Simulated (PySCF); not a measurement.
Computed with PySCF with PBE-D3(BJ)/def2-TZVP // PBE0-D3(BJ)/def2-TZVP. Gas-phase values, no solvent. 

Reference species (SMILES): `[CH2]` (lower triplet) (neutral, multiplicity 3).

| Item | Value |
|---|---|
| dipole moment | 0.64 D |

Changed species: `[CH]N` (excited triplet) (X = amino, multiplicity 3; the reference has X = H, multiplicity 3).

### Question
Give the shifts of the dipole moment.

### Answer
the dipole moment increases by 1.09 D, to 1.73 D.
